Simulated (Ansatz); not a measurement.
A made-up structure of C₂H₃S (charge +1), singlet:

```xyz
6
angstrom
C -0.6500 0.0181 -0.8227
C 1.1353 -0.6471 1.3195
S 0.1505 -0.2079 0.1516
H -1.7305 0.0140 -0.6684
H -0.2656 0.2330 -1.8213
H 1.3105 0.3161 1.7258
```

It is relaxed with PBE-D4/def2-SVP and then PBE0-D4/def2-TZVP (Ansatz 0.2.0). Atoms count as bonded within 1.22 times the sum of their covalent radii (H–H: 0.88 Å). The end point is not checked to be a true minimum.

Problem. Does its bonding change? (Judge from chemistry; the calculation decides.)

Solution. Computed: Yes. Formed: C1–C2; broken: none.

Where it ends: The first stage lowers the energy by 4.69 eV in 11 steps. It ends as C₂H₃S ([CH]1[CH2][S]1), total charge +1:
C1  (-0.477, -0.042, -0.445)
C2  (0.466, 0.043, 0.646)
S3  (1.278, -0.703, -0.511)
H4  (-1.256, -0.800, -0.416)
H5  (-0.663, 0.838, -1.055)
H6  (0.602, 0.391, 1.665)
(Å)

Labels in which every atom is bracketed show which atoms are joined, not bond orders.

For scale, one of the runs: PBE0-D4/def2-TZVP relaxation, 117 basis functions, launched by `ansatz run in.yaml --threads 2 --pin off --events-out ev --progress --plain --max-ram 4352MiB`. Hardware: 2 CPU threads of an Intel Xeon, shared host. Wall time about 44 s.
